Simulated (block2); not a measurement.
# SiH2Cl− (SMILES [SiH2-]Cl): DMRG/STO-3G

What is the vertical singlet–triplet gap of SiH2Cl− at DMRG/STO-3G? Input form: a Python script.

The results are computed with block2 0.5.4.

4 further runs of the same task are left out: 1 that didn't finish, 3 set aside as unsound or not needed.

### 1 The system as given

The species is SiH2Cl− (4 atoms), meant as a singlet with charge -1. SMILES: `[SiH2-]Cl`. Geometry: relaxed at GFN2-xTB.

Bond lengths: Si1–Cl2 2.290 Å, Si1–H3 1.492 Å, Si1–H4 1.493 Å. Angles: Cl2–Si1–H3 95.2°, Cl2–Si1–H4 94.9°, H3–Si1–H4 98.8°.

### 2 A single-point energy at DMRG/STO-3G

File mol.xyz:

```xyz
4
ClH2Si
Si    -0.487890     0.431230     0.253920
Cl     1.672110    -0.122480     0.774530
H     -0.971070    -0.977580     0.165380
H     -0.213160     0.668840    -1.193830
```

File run_dmrg.py:

```python
import numpy as np
from pyscf import cc, dft, gto, mcscf, mp, scf
from pyblock2._pyscf.ao2mo import integrals as itg
from pyblock2.driver.core import DMRGDriver, SymmetryTypes
from scipy.stats import linregress

mol = gto.M(atom="mol.xyz", basis="sto-3g", charge=-1, verbose=3)
print("nao                     : %d" % (mol.nao))
mf = scf.RHF(mol)
mf.conv_tol = 1e-10
mf.max_cycle = 200
mf.kernel()
if not mf.converged:
    mf = mf.newton().run(mf.mo_coeff, mf.mo_occ)
print("E(HF)                   : %.10f" % (mf.e_tot))
# MP2, CCSD and CCSD(T) with the same frozen core
ref = mf
pt = mp.MP2(ref, frozen=10).run()
mycc = cc.CCSD(ref, frozen=10)
mycc.max_cycle = 150
mycc.kernel()
print("MP2 total energy        : %.10f" % (pt.e_tot))
if mycc.converged:
    print("E(CCSD)                 : %.10f" % (mycc.e_tot))
    print(f"CCSD(T) total energy    : {mycc.e_tot + mycc.ccsd_t():.10f}")
    print("T1 diagnostic           : %.4f" % (mycc.get_t1_diagnostic()))
# a few density functionals on the same geometry and basis
ks = dft.RKS(mol, xc="pbe").set(conv_tol=1e-9, verbose=3).run()
if ks.converged:
    print("E(PBE)                  : %.8f" % (ks.e_tot))
ks = dft.RKS(mol, xc="wb97x").set(conv_tol=1e-9, verbose=3).run()
if ks.converged:
    print("E(wB97X)                : %.8f" % (ks.e_tot))
ks = dft.RKS(mol, xc="b3lyp").set(conv_tol=1e-9, verbose=3).run()
if ks.converged:
    print("E(B3LYP)                : %.8f" % (ks.e_tot))
ks = dft.RKS(mol, xc="tpssh").set(conv_tol=1e-9, verbose=3).run()
if ks.converged:
    print(f"E(TPSSh)                : {ks.e_tot:.8f}")
# rotate to MP2 natural orbitals
occ_no, mo = mcscf.addons.make_natural_orbitals(mp.MP2(mf, frozen=10).run())
mf.mo_coeff = mo
ncas, n_elec, spin, ecore, h1e, g2e, orb_sym = itg.get_rhf_integrals(mf, ncore=10, ncas=10, pg_symm=False, g2e_symm=1)
dmrg = DMRGDriver(scratch="./tmp", symm_type=SymmetryTypes.SU2, stack_mem=1500 << 20, n_threads=1)
# orbital ordering
idx = dmrg.orbital_reordering(h1e, g2e, method="gaopt")
print("orbital order:", idx.tolist())
h1e = h1e[np.ix_(idx, idx)]
g2e = g2e[np.ix_(idx, idx, idx, idx)]
orb_sym = np.array(orb_sym)[idx]
dmrg.initialize_system(n_sites=ncas, n_elec=n_elec, spin=spin, orb_sym=orb_sym)
mpo = dmrg.get_qc_mpo(h1e=h1e, g2e=g2e, ecore=ecore, iprint=1)
occs = np.array([1.8] * 7 + [0.2] * 3)[idx]
psi = dmrg.get_random_mps(tag="GS", bond_dim=25, nroots=1, occs=occs)
bond_dims = [25] * 3 + [50] * 4 + [75] * 4 + [100] * 2
noises = [0.001] * 3 + [0.0001] * 4 + [0.0001] * 4 + [1e-05] * 2 + [0]
thrds = [1e-08] * 13
e = dmrg.dmrg(mpo, psi, n_sweeps=19, tol=1e-06, bond_dims=bond_dims, noises=noises, thrds=thrds, iprint=1)
ms, dws, es = dmrg.get_dmrg_results()
print("max discarded weight    : %.3e" % (dws[-1]))
print("final energy            : %.10f" % (e))
csf, coef = dmrg.get_csf_coefficients(psi, cutoff=0.05, iprint=1)
print(f"leading coefficient squared: {np.max(np.abs(coef)) ** 2:.4f}")
# extrapolation to zero discarded weight
psi = dmrg.adjust_mps(psi, dot=2)[0]
back = [90, 75, 60, 45]
dmrg.dmrg(mpo, psi, n_sweeps=4 * len(back), tol=0, bond_dims=[m for m in back for _ in range(4)], noises=[0] * (4 * len(back)), thrds=[1e-9] * (4 * len(back)), iprint=1)
ms, dws, es = dmrg.get_dmrg_results()
ms, dws, es = ms[3::4], dws[3::4], np.array(es)[3::4, 0]
fit = linregress(dws, es)
print("M values                :", np.round(ms, 1).tolist())
print("DW(M)                   :", np.round(dws, 12).tolist())
print("E(M)                    :", np.round(es, 9).tolist())
print("E(DW -> 0)              : %.8f" % (fit.intercept))
print("extrapolation error     : %.3e" % (abs(fit.intercept - es.min()) / 5))
# exact diagonalisation in the same space
ci = mcscf.CASCI(mf, 10, (7, 7))
ci.fix_spin_(ss=0)
ci.fcisolver.conv_tol = 1e-10
ci.fcisolver.max_cycle = 200
ci.kernel()
print("E(FCI)                  : %.10f" % (ci.e_tot))
```

Run with:

```
python run_dmrg.py
```

What it wrote:

```text
nao                     : 20
converged SCF energy = -741.238936619013
E(HF)                   : -741.2389366190
E(RMP2) = -741.272381632321  E_corr = -0.0334450133074876
E(SCS-RMP2) = -741.278604079401  E_corr = -0.039667460388369
E(CCSD) = -741.2877097591083  E_corr = -0.04877314009535098
MP2 total energy        : -741.2723816323
E(CCSD)                 : -741.2877097591
CCSD(T) correction = -0.000215616047421277
CCSD(T) total energy    : -741.2879253752
T1 diagnostic           : 0.0061
converged SCF energy = -742.055697921844
E(PBE)                  : -742.05569792
converged SCF energy = -742.432797440408
E(wB97X)                : -742.43279744
converged SCF energy = -742.434714752655
E(B3LYP)                : -742.43471475
converged SCF energy = -742.476237333768
E(TPSSh)                : -742.47623733
E(RMP2) = -741.272381632321  E_corr = -0.0334450133074876
E(SCS-RMP2) = -741.278604079401  E_corr = -0.039667460388369
orbital order: [7, 6, 5, 8, 4, 9, 3, 0, 2, 1]
integral symmetrize error =  0.0
integral cutoff error =  0.0
mpo terms =       6123

[... 58 lines left out ...]
max discarded weight    : 6.486e-19
final energy            : -741.2879772852
[... 2 lines left out ...]
Sum of weights of included CSF =    0.977012750838196
[... 36 lines left out ...]
Sweep =    9 | Direction = backward | Bond dimension =   60 | Noise =  0.00e+00 | Dav threshold =  1.00e-09
Time elapsed =      4.560 | E =    -741.2879772388 | DE = 4.47e-08 | DW = 7.19652e-08

Sweep =   10 | Direction =  forward | Bond dimension =   60 | Noise =  0.00e+00 | Dav threshold =  1.00e-09
Time elapsed =      4.952 | E =    -741.2879772388 | DE = 2.06e-11 | DW = 7.20358e-08

Sweep =   11 | Direction = backward | Bond dimension =   60 | Noise =  0.00e+00 | Dav threshold =  1.00e-09
Time elapsed =      5.331 | E =    -741.2879772388 | DE = -1.29e-11 | DW = 7.20035e-08

Sweep =   12 | Direction =  forward | Bond dimension =   45 | Noise =  0.00e+00 | Dav threshold =  1.00e-09
Time elapsed =      5.683 | E =    -741.2879772388 | DE = 5.65e-12 | DW = 9.94778e-07

Sweep =   13 | Direction = backward | Bond dimension =   45 | Noise =  0.00e+00 | Dav threshold =  1.00e-09
Time elapsed =      5.983 | E =    -741.2879769204 | DE = 3.18e-07 | DW = 9.61172e-07

Sweep =   14 | Direction =  forward | Bond dimension =   45 | Noise =  0.00e+00 | Dav threshold =  1.00e-09
Time elapsed =      6.302 | E =    -741.2879769204 | DE = -5.83e-12 | DW = 9.60998e-07

Sweep =   15 | Direction = backward | Bond dimension =   45 | Noise =  0.00e+00 | Dav threshold =  1.00e-09
Time elapsed =      6.607 | E =    -741.2879769203 | DE = 1.37e-10 | DW = 9.61102e-07

M values                : [90, 75, 60, 45]
DW(M)                   : [9.2e-11, 1.24e-09, 7.2003e-08, 9.61102e-07]
E(M)                    : [-741.287977289, -741.287977287, -741.287977239, -741.28797692]
E(DW -> 0)              : -741.28797728
extrapolation error     : 1.537e-09
CASCI E = -741.287977288640  E(CI) = -31.3877078677316  S^2 = 0.0000000
E(FCI)                  : -741.2879772886
```

It took 24 s on 1 thread of Arm Neoverse N1, shared host; peak memory 0.29 GiB.

### 3 The triplet: the energy at DMRG/STO-3G

File run_dmrg.py:

```python
import numpy as np
from pyscf import cc, dft, gto, mcscf, mp, scf
from pyblock2._pyscf.ao2mo import integrals as itg
from pyblock2.driver.core import DMRGDriver, SymmetryTypes

geom = """
Si    -0.487890     0.431230     0.253920
Cl     1.672110    -0.122480     0.774530
H     -0.971070    -0.977580     0.165380
H     -0.213160     0.668840    -1.193830
"""
mol = gto.M(
    atom=geom,
    basis="sto-3g",
    charge=-1,
    spin=2,
    verbose=3,
    max_memory=2000,
)
print("nao = %d" % (mol.nao))
mf = scf.ROHF(mol)
mf.conv_tol = 1e-10
mf.max_cycle = 200
mf.kernel()
if not mf.converged:
    mf = mf.newton().run(mf.mo_coeff, mf.mo_occ)
print("SCF energy = %.10f" % (mf.e_tot))
# single-reference ladder for comparison
ref = scf.UHF(mol).run(mf.make_rdm1(), conv_tol=1e-10)
pt = mp.MP2(ref, frozen=10).run()
mycc = cc.CCSD(ref, frozen=10)
mycc.max_cycle = 150
mycc.kernel()
print(f"E(MP2) = {pt.e_tot:.10f}")
if mycc.converged:
    print("E(CCSD) = %.10f" % (mycc.e_tot))
    print("CCSD(T) total energy = %.10f" % (mycc.e_tot + mycc.ccsd_t()))
# a few density functionals on the same geometry and basis
ks = dft.UKS(mol, xc="pbe").set(conv_tol=1e-9, verbose=3).run(mf.make_rdm1())
if ks.converged:
    print(f"E(PBE) = {ks.e_tot:.8f}")
ks = dft.UKS(mol, xc="wb97x").set(conv_tol=1e-9, verbose=3).run(mf.make_rdm1())
if ks.converged:
    print("E(wB97X) = %.8f" % (ks.e_tot))
ks = dft.UKS(mol, xc="b3lyp").set(conv_tol=1e-9, verbose=3).run(mf.make_rdm1())
if ks.converged:
    print(f"E(B3LYP) = {ks.e_tot:.8f}")
ks = dft.UKS(mol, xc="tpssh").set(conv_tol=1e-9, verbose=3).run(mf.make_rdm1())
if ks.converged:
    print("E(TPSSh) = %.8f" % (ks.e_tot))
# rotate to MP2 natural orbitals
occ_no, mo = mcscf.addons.make_natural_orbitals(mp.MP2(mf.to_uhf(), frozen=10).run())
mf.mo_coeff = mo
ncas, n_elec, spin, ecore, h1e, g2e, orb_sym = itg.get_rhf_integrals(mf, ncore=10, ncas=10, pg_symm=False, g2e_symm=1)
driver = DMRGDriver(scratch="./tmp", symm_type=SymmetryTypes.SU2, stack_mem=1500 << 20, n_threads=1)
# orbital ordering
idx = driver.orbital_reordering(h1e, g2e, method="fiedler")
print("orbital order:", idx.tolist())
h1e = h1e[np.ix_(idx, idx)]
g2e = g2e[np.ix_(idx, idx, idx, idx)]
orb_sym = np.array(orb_sym)[idx]
driver.initialize_system(n_sites=ncas, n_elec=n_elec, spin=spin, orb_sym=orb_sym)
mpo = driver.get_qc_mpo(h1e=h1e, g2e=g2e, ecore=ecore, iprint=0)
occs = np.array([1.8] * 6 + [1.0] * 2 + [0.2] * 2)[idx]
ket = driver.get_random_mps(tag="GS", bond_dim=25, nroots=1, occs=occs)
bond_dims = [25] * 2 + [50] * 3 + [100] * 2
noises = [0.0001] * 2 + [0.0001] * 3 + [1e-05] * 2 + [0]
thrds = [1e-08] * 7
e = driver.dmrg(mpo, ket, n_sweeps=13, tol=1e-06, bond_dims=bond_dims, noises=noises, thrds=thrds, iprint=1)
ms, dws, es = driver.get_dmrg_results()
print("max discarded weight = %.3e" % (dws[-1]))
print(f"total energy = {e:.10f}")
dm1 = driver.get_1pdm(ket)
print("occupation numbers =", np.round(np.linalg.eigvalsh(dm1)[::-1], 5).tolist())
c_act = mf.mo_coeff[:, 10:20][:, idx]
dm_ao = c_act @ dm1 @ c_act.T + 2 * mf.mo_coeff[:, :10] @ mf.mo_coeff[:, :10].T
print("dipole moment (debye) =", np.round(scf.hf.dip_moment(mol, dm_ao, verbose=0), 4).tolist())
print(f"largest bipartite entropy = {max(driver.get_bipartite_entanglement(ket)):.4f}")
# FCI check
ci = mcscf.CASCI(mf, 10, (8, 6))
ci.fix_spin_(ss=2)
ci.fcisolver.conv_tol = 1e-10
ci.fcisolver.max_cycle = 200
ci.kernel()
print(f"E(FCI) = {ci.e_tot:.10f}")
```

Run with:

```
python run_dmrg.py
```

What it wrote:

```text
nao = 20
converged SCF energy = -741.066466986625
SCF energy = -741.0664669866
converged SCF energy = -741.067251374838  <S^2> = 2.0042904  2S+1 = 3.0028589
E(UMP2) = -741.091711732223  E_corr = -0.0244603573846877
E(SCS-UMP2) = -741.095834609682  E_corr = -0.0285832348442412
E(UCCSD) = -741.1053427156238  E_corr = -0.0380913407855965
E(MP2) = -741.0917117322
E(CCSD) = -741.1053427156
UCCSD(T) correction = -0.000241260155480574
CCSD(T) total energy = -741.1055839758

WARN: HOMO 0.394680947250428 >= LUMO 0.229947829125033

WARN: HOMO 0.43106720119632 >= LUMO 0.273688650318473

WARN: HOMO 0.404583044141753 >= LUMO 0.241022719061042

WARN: HOMO 0.40587531871079 >= LUMO 0.240271502820779

WARN: HOMO 0.405244425470512 >= LUMO 0.240080490360272

WARN: HOMO 0.405262518212444 >= LUMO 0.2400920370859

WARN: HOMO 0.405258952258976 >= LUMO 0.24009245381335

WARN: HOMO 0.405259023936487 >= LUMO 0.240092455583716

converged SCF energy = -741.878364911753  <S^2> = 2.0013958  2S+1 = 3.0009304
E(PBE) = -741.87836491
converged SCF energy = -742.25280403404  <S^2> = 2.0014947  2S+1 = 3.0009963
E(wB97X) = -742.25280403

WARN: HOMO 0.35789684679078 >= LUMO 0.247340162187676

WARN: HOMO 0.372215824353567 >= LUMO 0.267513550612144

WARN: HOMO 0.36492764321074 >= LUMO 0.258707232387419

WARN: HOMO 0.365149560745551 >= LUMO 0.258514683824565

WARN: HOMO 0.36513044194017 >= LUMO 0.25853708850602

WARN: HOMO 0.365148475329851 >= LUMO 0.258541910522416

WARN: HOMO 0.365148521966522 >= LUMO 0.258541512863654

WARN: HOMO 0.365148486612948 >= LUMO 0.258541546464224

converged SCF energy = -742.251786313494  <S^2> = 2.0007387  2S+1 = 3.0004924
E(B3LYP) = -742.25178631

WARN: HOMO 0.370559247603537 >= LUMO 0.243396163393538

WARN: HOMO 0.38620207482902 >= LUMO 0.266637035598395

WARN: HOMO 0.377294341894088 >= LUMO 0.255862099083125

WARN: HOMO 0.377528348658394 >= LUMO 0.255883198632801

WARN: HOMO 0.377413378668516 >= LUMO 0.255916643637731

WARN: HOMO 0.377408239158722 >= LUMO 0.255921492897651

WARN: HOMO 0.377407054325583 >= LUMO 0.255918792545557

WARN: HOMO 0.377407332002452 >= LUMO 0.255919519890275

converged SCF energy = -742.297059968538  <S^2> = 2.0011441  2S+1 = 3.0007627
E(TPSSh) = -742.29705997
E(UMP2) = -741.09059120859  E_corr = -0.0241242219658389
E(SCS-UMP2) = -741.094635689435  E_corr = -0.0281687028106385
orbital order: [5, 4, 8, 9, 6, 7, 3, 0, 2, 1]

Sweep =    0 | Direction =  forward | Bond dimension =   25 | Noise =  1.00e-04 | Dav threshold =  1.00e-08
Time elapsed =      0.157 | E =    -741.0923709456 | DW = 1.21877e-05

Sweep =    1 | Direction = backward | Bond dimension =   25 | Noise =  1.00e-04 | Dav threshold =  1.00e-08
Time elapsed =      0.345 | E =    -741.1041572738 | DE = -1.18e-02 | DW = 2.63008e-05

Sweep =    2 | Direction =  forward | Bond dimension =   50 | Noise =  1.00e-04 | Dav threshold =  1.00e-08
Time elapsed =      0.668 | E =    -741.1056814793 | DE = -1.52e-03 | DW = 2.60771e-06

Sweep =    3 | Direction = backward | Bond dimension =   50 | Noise =  1.00e-04 | Dav threshold =  1.00e-08
Time elapsed =      1.040 | E =    -741.1056883895 | DE = -6.91e-06 | DW = 2.92252e-06

Sweep =    4 | Direction =  forward | Bond dimension =   50 | Noise =  1.00e-04 | Dav threshold =  1.00e-08
Time elapsed =      1.428 | E =    -741.1056888239 | DE = -4.34e-07 | DW = 3.06863e-06

Sweep =    5 | Direction = backward | Bond dimension =  100 | Noise =  1.00e-05 | Dav threshold =  1.00e-08
Time elapsed =      1.959 | E =    -741.1056893366 | DE = -5.13e-07 | DW = 8.28567e-09

Sweep =    6 | Direction =  forward | Bond dimension =  100 | Noise =  1.00e-05 | Dav threshold =  1.00e-08
Time elapsed =      2.667 | E =    -741.1056895153 | DE = -1.79e-07 | DW = 9.08527e-09

Sweep =    7 | Direction = backward | Bond dimension =  100 | Noise =  0.00e+00 | Dav threshold =  1.00e-07
Time elapsed =      3.241 | E =    -741.1056895083 | DE = 6.98e-09 | DW = 1.75690e-18

max discarded weight = 1.757e-18
total energy = -741.1056895083
occupation numbers = [1.99998, 1.99972, 1.99914, 1.99683, 1.97821, 1.96508, 1.00395, 1.00075, 0.02867, 0.02767]
dipole moment (debye) = [-5.0784, 0.9264, -1.6795]
largest bipartite entropy = 0.1937
CASCI E = -741.105689526900  E(CI) = -31.2079508245113  S^2 = 2.0000000
E(FCI) = -741.1056895269
```

Wall time 15 s (1 thread of Arm Neoverse N1, shared host); peak memory 0.27 GiB.

### 4 What came out

At DMRG/STO-3G, 10 core orbitals frozen:

| quantity | value |
| --- | --- |
| run 1, DMRG/STO-3G: total energy | -741.28798 Eh |
| run 1, DMRG/STO-3G: T1 diagnostic of the CCSD step | 0.006 |
| triplet: total energy | -741.10569 Eh |
| vertical energy of the triplet above the singlet | 4.960 eV |

**Reading.** At this shape the triplet lies 4.96 eV (479 kJ/mol) above the singlet. For an anion a state so high probably lies above electron detachment. In a minimal basis such a difference can be off by several eV, whatever the method.
